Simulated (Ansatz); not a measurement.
Born–Oppenheimer molecular dynamics of C2HFS (5 atoms, charge 0, multiplicity 1). It goes on from the last frame of an earlier run, with new velocities.

Method: UKS B3LYP-D4/def2-SVP in Ansatz.

| Item | Value |
| --- | --- |
| ensemble | NVT, Langevin thermostat |
| time step | 1 fs |
| steps asked | 150 |
| set temperature | 3000 K |
| friction | 0.05 /fs |
| seed | 80071 |

First frame:

```xyz
5
Properties=species:S:1:pos:R:3
F 0.132 -0.069 1.672
C 0.378 0.212 0.386
C -0.400 -0.255 -0.562
S -1.314 -0.765 -1.730
H 1.280 0.791 0.183
```

Problem. What does the run give?

Solution. All steps were run.

- steps done: 150
- time covered: 150 fs
- mean temperature over the second half: 2640 K
- spread of the potential energy over the second half: 104.8 meV per atom
- mean potential energy of the second half above the start: 309.6 meV per atom

The mean temperature of the second half is 12 % below the set value. A run of 0.15 ps of so small a system gives no equilibrium averages.

Problem. What happens to the structure?

Solution. The same pairs are bonded in the first frame and the last. Pairs count as bonded within 1.25 times the sum of covalent radii (0.12 Å more for H–H). Another seed would give other details.

Problem. How do temperature and energy run in time?

Solution. 
```tsv
time (fs)	T (K)	potential energy less start (eV)
0.0	2400	0.000
5.0	2017	0.597
10.0	3513	0.719
15.0	1058	1.147
20.0	2904	0.576
25.0	4023	0.601
30.0	4191	0.656
35.0	4985	1.368
40.0	2356	1.401
45.0	2412	1.658
50.0	2445	1.551
55.0	2065	1.191
60.0	3036	0.263
65.0	2870	0.545
70.0	3089	1.040
75.0	2730	0.979
80.0	1526	1.226
85.0	3119	0.912
90.0	1521	1.416
95.0	2399	1.405
100.0	2147	1.080
105.0	3264	0.771
110.0	3390	0.974
115.0	1441	2.301
120.0	2047	1.813
125.0	3354	1.759
130.0	3113	1.811
135.0	2345	2.478
140.0	4532	1.566
145.0	3121	2.033
150.0	3175	1.907
```

Run time: 7.6 min on 1 thread of Arm Neoverse V1, on a shared host, peak memory 0.15 GiB.
